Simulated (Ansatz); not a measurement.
# SiH$_{4}$⁻, doublet: from triple and quadruple zeta to the limit

| atom | x (Å) | y (Å) | z (Å) |
| --- | --- | --- | --- |
| Si | 0.0000 | 0.0000 | 0.0000 |
| H | 0.8647 | 0.8681 | 0.8695 |
| H | -0.8700 | -0.8669 | 0.8654 |
| H | -0.8649 | 0.8667 | -0.8707 |
| H | 0.8702 | -0.8679 | -0.8642 |

Ansatz 0.2.0, UHF determinant, valence electrons correlated. Energies in eV.

```json
{"set": "def2-TZVPPD", "X": "3", "functions": "116", "Hartree–Fock": "-7923.5579", "MP2 correlation": "-4.2630", "CCSD(T) correlation": "-5.2624", "time": "11 s on 1 × NVIDIA H100 80GB HBM3 with 1 thread of AMD EPYC 7R13 Processor (Zen 3), on a shared host"}
{"set": "def2-QZVPPD", "X": "4", "functions": "208", "Hartree–Fock": "-7924.3468", "MP2 correlation": "-4.4248", "CCSD(T) correlation": "-5.3641", "time": "13 s on 1 × NVIDIA H100 80GB HBM3 with 1 thread of AMD EPYC 7R13 Processor (Zen 3) (shared host)"}
```

Hartree–Fock is taken to follow E(X) = E∞ + A·exp(−7.88·√X), correlation E(X) = E∞ + B·X^−2.97.

**Question.** Work out the CCSD(T) energy at the limit, and how far the shortcut misses it that extrapolates MP2 and adds CCSD(T) minus MP2 from the smaller set.

**Answer.** Hartree–Fock: E∞ = E4 + 0.1377·(E4 − E3) = -7924.4555. Correlation: E∞ = E4 + 0.7407·(E4 − E3) = -5.4394 for CCSD(T) and -4.5447 for MP2. The limit is -7929.8949 eV, 0.184 eV below def2-QZVPPD. The shortcut gives a correlation energy of -4.5447 + (-0.9994) = -5.5441, 105 meV lower than the direct value.

Past Ne part of the Hartree–Fock step between the two sets comes from the cores, which don't follow the formula, so the 109 meV that it adds to the total can overshoot; that part largely cancels in differences.
